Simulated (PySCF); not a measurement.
Electric properties by functional and basis

Species: C3H8O.
Atom-mapped SMILES: `[CH3:1][CH2:2][O:3][CH3:4]` (hydrogens: H5, H6, H7 on C1; H8, H9 on C2; H10, H11, H12 on C4)

Structure used (PBE0-D3(BJ)/def2-SVP), in Å, numbered top down from 1:
```
atom  x, y, z in Å
C1    -0.047   -1.645    0.690
C2     0.414   -0.351    0.066
O3    -0.696    0.472   -0.147
C4    -0.374    1.698   -0.718
H5     0.806   -2.318    0.867
H6    -0.764   -2.156    0.031
H7    -0.545   -1.452    1.652
H8     1.151    0.157    0.725
H9     0.938   -0.549   -0.894
H10    0.103    1.585   -1.713
H11    0.318    2.288   -0.082
H12   -1.303    2.272   -0.842
```

PySCF, dipoles from the SCF density, polarisabilities from static response with core orbitals frozen. One conformer (not necessarily the lowest) at the PBE0-D3(BJ)/def2-SVP geometry, without solvent, vibrations or thermal averaging.

The anisotropy is √(½[(α1 − α2)² + (α2 − α3)² + (α3 − α1)²]).

| level | μ (D) | α (Å³) | anisotropy (Å³) |
| --- | --- | --- | --- |
| LDA/def2-SVPD | 1.097 | 7.21 | 1.82 |
| PBE/def2-SVPD | 1.055 | 7.09 | 1.81 |
| B3LYP/def2-SVPD | 1.155 | 6.85 | 1.67 |
| PBE0/def2-SVPD | 1.151 | 6.77 | 1.66 |
| BHandHLYP/def2-SVPD | 1.248 | 6.56 | 1.55 |
| CAM-B3LYP/def2-SVPD | 1.219 | 6.73 | 1.58 |
| wB97X-D/def2-SVPD | 1.189 | 6.71 | 1.57 |
| LC-wPBE/def2-SVPD | 1.247 | 6.55 | 1.51 |
| HF/def2-SVPD | 1.328 | 6.28 | 1.39 |
| PBE0/6-31G* | 1.101 | 5.55 | 1.36 |
| PBE0/6-31+G* | 1.254 | 6.14 | 1.33 |
| PBE0/def2-SVP | 1.136 | 5.74 | 1.45 |
| PBE0/aug-cc-pVDZ | 1.090 | 6.95 | 1.76 |
| PBE0/def2-TZVP | 1.069 | 6.52 | 1.55 |
| PBE0/def2-TZVPD | 1.090 | 6.93 | 1.75 |

The dipole runs from 1.06 D (PBE/def2-SVPD) to 1.33 D (HF/def2-SVPD). No reference polarisability is at hand; against PBE0 in the largest diffuse basis at hand (def2-TZVPD) the other PBE0 rows deviate by 6-31G* -20%, 6-31+G* -11%, def2-SVP -17%, def2-SVPD -2%, aug-cc-pVDZ 0%, def2-TZVP -6%. In one basis (def2-SVPD) the functionals order the polarisability from HF (lowest) to LDA (highest), a spread of 15%. With PBE0 the polarisability is 5.94 Å³ without diffuse functions (mean of 6-31G*, def2-SVP and def2-TZVP) and 6.69 Å³ with them (mean of 6-31+G*, def2-SVPD, aug-cc-pVDZ and def2-TZVPD).
